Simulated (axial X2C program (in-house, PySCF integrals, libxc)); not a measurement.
# Which functional? An output for Na₂

An SCF output computed with an in-house all-electron X2C program for linear molecules (integrals from PySCF) for Na₂ at 3.089 Å, two-component, state Ω = 0, Na dyall-cv3z [9s8p5d2f] (cores contracted in-house), without its first line:

```
basis functions 144  fitting functions 648  grid points 4370
iter        total energy     max residual
   1       -324.949421555     2.37e-02
   2       -324.952569767     5.30e-03
   3       -324.953044052     3.01e-03
   4       -324.953093821     8.10e-04
   5       -324.953098491     3.67e-04
   6       -324.953099000     5.50e-05
   7       -324.953099036     1.83e-05
   8       -324.953099039     1.40e-06
converged
one-electron -498.05960814  Coulomb 181.31902616  exact exchange -7.57504713  xc functional -21.33598508  nuclear repulsion 20.72853432  atomic mean-field constant -0.03001917
```

**Question.** Which level of theory produced it?
A. PBE0
B. M06
C. HF

**Answer.** B. The exact-exchange term against the functional term shows a share of 0.27 of exact exchange.
